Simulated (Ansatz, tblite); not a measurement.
Cost and result up the ladder for AlB₂ (the lowest doublet isomer of a short search) (3 atoms). Charge 0, multiplicity 2. Geometry: r2SCAN-D4/def2-TZVP.

```xyz
3

B     0.424   -0.717    0.542
B    -0.289    0.659    0.685
Al   -0.135    0.058   -1.227
```

Ansatz on 4 threads of Arm Neoverse V2 on a shared host; xTB runs through tblite on one thread. Times are rough, summed over both states, and most runs start from the orbitals of an earlier one. RPA@PBE/def2-TZVP serves as the yardstick here, not as an exact answer. The other state is a quartet at its own geometry.

The xTB rows come from tblite. Correlated methods freeze 7 core orbitals. The structure comes from a short search, and lower isomers may exist.

Run but left out: HF/STO-3G, HF/def2-TZVP, HF/def2-TZVPP, r2SCAN0-D4/def2-TZVP, PBE-QIDH/def2-TZVP, MP2/def2-TZVP, MP2/def2-TZVPP, CCSD/def2-TZVPP, CCSD(T)/def2-TZVPP (doublet: ⟨S²⟩ 1.17 to 1.99, where a pure state has 0.75).

Correlated methods converge slowly with the basis.

xTB has no spin-polarisation term.

| level | functions | wall time | quartet − doublet (eV) | difference from RPA@PBE/def2-TZVP (eV) | remarks |
| --- | --- | --- | --- | --- | --- |
| GFN1-xTB | 17 | 0.002 s | 1.33 | 0.87 | – |
| GFN2-xTB | 17 | 0.005 s | 1.41 | 0.96 | – |
| PBE-D4/def2-TZVP (with forces) | 99 | 1.4 s | 0.48 | 0.02 | – |
| RPA@PBE/def2-TZVP | 99 | 1.6 s | 0.45 | 0.00 | – |
| PBE0-D4/def2-TZVP | 99 | 4.1 s | 0.22 | -0.23 | spin-contaminated (⟨S²⟩ 0.85) (doublet) |
| CAM-B3LYP-D4/def2-TZVP | 99 | 4.3 s | 0.10 | -0.35 | spin-contaminated (⟨S²⟩ 0.94) (doublet) |
| r2SCAN-D4/def2-TZVP | 99 | 4.6 s | 0.31 | -0.14 | spin-contaminated (⟨S²⟩ 0.87) (doublet) |
| r2SCANh-D4/def2-TZVP | 99 | 7.8 s | 0.23 | -0.22 | spin-contaminated (⟨S²⟩ 0.96) (doublet) |
